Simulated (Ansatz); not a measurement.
The inner images of a band of CH4NSi (7 atoms, charge 0, multiplicity 2) are given out of order.

The calculation used Ansatz, UKS PBE0/6-31G*.

Image 0:

```xyz
7
Properties=species:S:1:pos:R:3
N -1.010 0.434 -0.385
C 0.153 0.117 0.199
Si 1.130 -1.400 -0.274
H -1.388 -0.160 -1.112
H -1.550 1.251 -0.139
H 0.441 0.842 0.962
H 2.224 -1.084 0.748
```

Image 8:

```xyz
7
Properties=species:S:1:pos:R:3
N -1.131 0.736 -0.752
C -0.276 0.021 0.100
Si 1.345 -0.654 -0.742
H -0.687 -0.997 0.295
H -0.983 1.735 -0.573
H -0.034 0.456 1.085
H 1.766 -1.298 0.587
```

Put them in order from the first end to the last, with their energies above the first end.
A.
```xyz
7
Properties=species:S:1:pos:R:3
N -0.951 0.500 -0.586
C 0.212 0.215 0.091
Si 1.388 -1.038 -0.576
H -1.409 -0.396 -0.530
H -1.518 1.265 -0.234
H 0.337 0.767 1.022
H 1.939 -1.313 0.813
```
B.
```xyz
7
Properties=species:S:1:pos:R:3
N -0.910 0.875 -0.871
C -0.077 0.121 0.012
Si 1.339 -0.966 -0.699
H -0.810 -0.723 0.087
H -1.482 1.474 -0.262
H 0.098 0.537 1.020
H 1.843 -1.318 0.713
```
C.
```xyz
7
Properties=species:S:1:pos:R:3
N -1.017 0.423 -0.374
C 0.175 0.143 0.169
Si 1.269 -1.244 -0.416
H -1.442 -0.232 -1.016
H -1.553 1.248 -0.147
H 0.472 0.882 0.916
H 2.095 -1.219 0.869
```
D.
```xyz
7
Properties=species:S:1:pos:R:3
N -1.029 0.796 -0.825
C -0.177 0.103 0.037
Si 1.316 -0.866 -0.727
H -0.627 -0.921 0.183
H -1.272 1.688 -0.385
H 0.021 0.506 1.041
H 1.769 -1.306 0.676
```
E.
```xyz
7
Properties=species:S:1:pos:R:3
N -0.975 0.458 -0.463
C 0.198 0.177 0.138
Si 1.373 -1.098 -0.506
H -1.482 -0.343 -0.801
H -1.538 1.254 -0.198
H 0.431 0.857 0.960
H 1.993 -1.306 0.868
```
F.
```xyz
7
Properties=species:S:1:pos:R:3
N -0.966 0.559 -0.684
C 0.178 0.219 0.055
Si 1.366 -1.029 -0.635
H -1.198 -0.406 -0.315
H -1.512 1.304 -0.234
H 0.228 0.659 1.050
H 1.904 -1.306 0.764
```
G.
```xyz
7
Properties=species:S:1:pos:R:3
N -0.972 0.693 -0.780
C 0.063 0.169 0.040
Si 1.342 -1.030 -0.660
H -0.968 -0.485 -0.168
H -1.511 1.367 -0.223
H 0.163 0.594 1.046
H 1.883 -1.309 0.746
```

C (+2.8 kJ/mol), E (+21.5 kJ/mol), A (+71.2 kJ/mol), F (+162.6 kJ/mol), G (+256.8 kJ/mol), B (+166.9 kJ/mol), D (+137.0 kJ/mol).

Time of the run: 3.5 min on 1 thread of Arm Neoverse V2 (shared host), peak memory 0.14 GiB.
